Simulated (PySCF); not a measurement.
# Computed and reference excited states of `CN=O` (CH3NO)

Published values to compare with (the computed states carry no symmetry labels, so the two lists aren't matched line by line):

| state | E (eV) | f | kind of transition | source |
| --- | --- | --- | --- | --- |
| 3A''(n→π*) | 1.16 |  | vertical absorption | [1] |
| 1A''[F](n→π*) | 1.67 | 0.000 | vertical emission from the excited-state geometry | [1] |
| 1A''(n→π*) | 1.83 |  | band maximum or as reported | [2] |
| 1A''(n→π*) | 1.96 | 0.000 | vertical absorption | [1] |
| 1A'(genuine double) | 4.73 |  | vertical absorption | [3] |
| 1A'(double) | 4.76 | 0.000 | vertical absorption | [1] |
| 3A'(π→π*) | 5.60 |  | vertical absorption | [1] |
| 1A'(n.d.) | 6.29 | 0.006 | vertical absorption | [1] |

[1] computed, theoretical best estimate (aug-cc-pVTZ, frozen core, CC3 geometry), gas; Veril, Scemama, Caffarel, Lipparini, Boggio-Pasqua, Jacquemin, Loos, WIREs Comput. Mol. Sci. 2021, 11, e1517 (QUESTDB)
[2] measured, gas; Loos, Scemama, Blondel, Garniron, Caffarel, Jacquemin (2018), arXiv:1807.02045, literature column
[3] computed, theoretical best estimate (aug-cc-pVTZ), gas; Kossoski, Boggio-Pasqua, Loos, Jacquemin, double excitations: improvement and extension (2024), arXiv:2403.19597

CH3NO.
SMILES: `CN=O`

Computed with TDDFT CAM-B3LYP/def2-SVPD, vertical, gas phase, core orbitals frozen in the response (PySCF). Geometry: GFN2-xTB; no solvent, vibrations or thermal averaging.

Computed singlets: 1.72 eV (f 0.000); 6.55 eV (f 0.002); 6.75 eV (f 0.009); 7.97 eV (f 0.053); 8.31 eV (f 0.021); 8.44 eV (f 0.063); 8.59 eV (f 0.281); 8.63 eV (f 0.024). Computed triplets (Tamm–Dancoff): 0.72, 5.14, 5.63 eV.

Task: How does the lowest computed singlet compare with the best estimate listed for the lowest singlet (vertical absorption)?

Result: 1.72 eV against 1.96 eV for 1A''(n→π*) [1]: a difference of -0.24 eV. Geometry and basis of the two calculations needn't be the same.

Task: How does the lowest computed triplet compare with the best estimate listed for the lowest triplet (vertical absorption)?

Result: 0.72 eV against 1.16 eV for 3A''(n→π*) [1]: a difference of -0.44 eV. Geometry and basis of the two calculations needn't be the same.

[F] marks fluorescence, computed at the excited state's geometry. n.d. means that the source names no orbital transition; it classes the state at 6.29 eV as Rydberg. Note on [3]: supersedes the 2021 QUESTDB value where one exists.

A measured band maximum holds vibronic effects and, in solution, solvent shifts, so it needn't equal the vertical energy.

States of double-excitation character are out of reach of adiabatic linear-response TDDFT and have no counterpart, or a poor one, in the computed list.

The run took 2.9 s of wall time on one thread of an Arm Neoverse V2, no GPU (shared host).
